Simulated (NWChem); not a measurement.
System: trifluoromethane (CHF₃); SMILES FC(F)F

The following NWChem deck was run.

```
start job
memory heap 200 mb stack 900 mb global 1100 mb
geometry units angstroms noautosym nocenter noautoz
  F      0.880498     0.880498    -0.126012
  C      0.000000     0.000000     0.333995
  F      0.322285    -1.202783    -0.126012
  F     -1.202783     0.322285    -0.126012
  H      0.000000     0.000000     1.437170
end
basis spherical
  * library def2-svp
end
dft
  xc xcamb88 1.00 lyp 0.81 vwn_5 0.19 hfexch 1.00
  cam 0.33 cam_alpha 0.19 cam_beta 0.46
  iterations 150
  vectors input atomic output neutral.movecs
end
task dft energy
charge 1
dft
  odft
  mult 2
  vectors input atomic output cation.movecs
end
task dft energy
```

Geometry: optimised at PBE0/def2-SVP.

Ions are spin-unrestricted doublets at the neutral geometry; other ion states weren't tried.

**Question.** Give the results of this calculation. (CAM-B3LYP/def2-SVP, vertical spin-unrestricted ions.) Quantities: vertical ionisation energy, ΔSCF (eV); −ε(HOMO) (eV).

**Answer.** 
- vertical ionisation energy, ΔSCF (eV) = 14.40
- −ε(HOMO) (eV) = 12.58
